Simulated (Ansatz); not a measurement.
We consider 2H MoTe2, described by HSE06-D3(BJ) (PAW; Ansatz, a program for electronic structure).

The cell is the one relaxed with PBE-D3(BJ): a = 3.4966 Å, b = 3.4966 Å, c = 13.6955 Å, α = 90.00°, β = 90.00°, γ = 120.00°.

Question: Estimate the interlayer binding energy that the calculation returns.

Answer: 
* **interlayer binding energy**: 56.5 meV/Å²

Spin–orbit coupling is not included.

The result took about 21 core-minutes (a rough figure).
